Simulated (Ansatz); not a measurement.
Species: HO2, net charge 0, doublet state. It need not be the lowest isomer of its formula. SMILES: [O]O
Coordinates optimised at B3LYP-D3(BJ)/def2-TZVP (Ansatz, a program for electronic structure):
```xyz
3

O      0.0587     0.7153    -0.0516
O      0.0423    -0.6096    -0.0011
H     -0.8076    -0.8455     0.4215
```
Charge 0, spin multiplicity 2.

Atomisation energy built up term by term with Ansatz (kcal/mol; UHF references for open shells; valence terms freeze the core; atomic spin-orbit terms are left out). Basis-set limits of correlation are two-point, X^-3; Hartree-Fock from the larger set.

```
term                                            basis  kcal/mol
-----------------------  ----------------------------  --------
Hartree-Fock                              aug-cc-pVQZ     71.73
CCSD correlation         CBS(aug-cc-pVTZ,aug-cc-pVQZ)     95.15
(T)                      CBS(aug-cc-pVTZ,aug-cc-pVQZ)      8.07
CCSDT - CCSD(T)                               cc-pVDZ      0.30
(Q)                                           cc-pVDZ      0.71
core correlation                            cc-pwCVTZ      0.40
scalar relativity (X2C)    cc-pVTZ-DK against cc-pVTZ     -0.27
sum: De                                                   176.1
```

(T) makes 4.6 % of the CCSD(T) atomisation energy; under 5 % is typical of single-reference molecules.
